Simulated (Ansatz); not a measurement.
**B₂NH₆+ (SMILES BB[NH3+]): single points off equilibrium**

One table from this session's results is given with a row withheld; the runs are named, their logs left out.

Program: Ansatz 0.2.0, Gaussian basis. Level of theory: single points in def2-TZVPP. These are calculated values, not measurements.

Cores are frozen in the correlated methods.

### Where the work starts

SMILES `BB[NH3+]`, 9 atoms, charge 1, spin multiplicity 1.

Atoms are counted from 1 here; the program's logs count them from 0.

Bond lengths: B1–B2 1.569 Å, B1–H4 1.119 Å, B1–H5 1.194 Å, B2–N3 1.519 Å, B2–H6 1.206 Å, N3–H7 0.972 Å, N3–H8 1.143 Å, N3–H9 0.934 Å. Angles: B2–B1–H4 123.6°, B2–B1–H5 124.7°, H4–B1–H5 111.6°, B1–B2–N3 128.2°, B1–B2–H6 116.1°, N3–B2–H6 115.6°, B2–N3–H7 105.5°, B2–N3–H8 105.8°, B2–N3–H9 116.4°, H7–N3–H8 107.7°, H7–N3–H9 114.3°, H8–N3–H9 106.5°.

As a file:

```xyz
9
B2H6N
B    -1.1518    0.7488   -0.6827
B     0.2796    0.1813   -0.3817
N     0.7366   -0.6286    0.8198
H    -1.4923    1.7686   -0.3710
H    -2.0189    0.1466   -1.2414
H     1.1112    0.3579   -1.2377
H     1.5773   -0.2290    1.0988
H     0.9655   -1.6748    0.4218
H     0.1153   -0.7363    1.5094
```

Set-up of the first run:

Contents of run/in.yaml:

```yaml
crystal:
  periodic: [false, false, false]
  atoms:
    - {symbol: B, position_ang: [-1.151800, 0.748800, -0.682700]}
    - {symbol: B, position_ang: [0.279600, 0.181300, -0.381700]}
    - {symbol: N, position_ang: [0.736600, -0.628600, 0.819800]}
    - {symbol: H, position_ang: [-1.492300, 1.768600, -0.371000]}
    - {symbol: H, position_ang: [-2.018900, 0.146600, -1.241400]}
    - {symbol: H, position_ang: [1.111200, 0.357900, -1.237700]}
    - {symbol: H, position_ang: [1.577300, -0.229000, 1.098800]}
    - {symbol: H, position_ang: [0.965500, -1.674800, 0.421800]}
    - {symbol: H, position_ang: [0.115300, -0.736300, 1.509400]}
basis:
  gaussian: {orbitals: def2-TZVPP}
total_charge: 1
correlation: {method: ccsd_t}
output: {forces: true}
```

The command line of these runs was not kept.

Steps of the session up to this table: CCSD(T)/def2-TZVPP; PBE0-D4/def2-TZVPP; wB97M-V/def2-TZVPP; r2SCAN-D4/def2-TZVPP; PBE-D4/def2-TZVPP; B97M-V/def2-TZVPP; BHLYP-D4/def2-TZVPP.

One of the session's tables, all rows but one given; the rest of the session is left out.

| method | RMS force component (eV/Å) | angle to CCSD(T) forces (°) |
| --- | --- | --- |
| CCSD(T) | 1.904 | reference |
| PBE0-D4 | ? | ? |
| wB97M-V | 1.882 | 3.2 |
| r2SCAN-D4 | 1.875 | 6.0 |
| PBE-D4 | 1.909 | 9.2 |
| B97M-V | 1.833 | 6.6 |
| BHLYP-D4 | 1.880 | 4.4 |

Estimate the missing values for PBE0-D4.

The run gave: RMS force component (eV/Å): 1.898; angle to CCSD(T) forces (°): 5.1. In the column «RMS force component (eV/Å)» it lies between wB97M-V (1.882) and CCSD(T) (1.904).
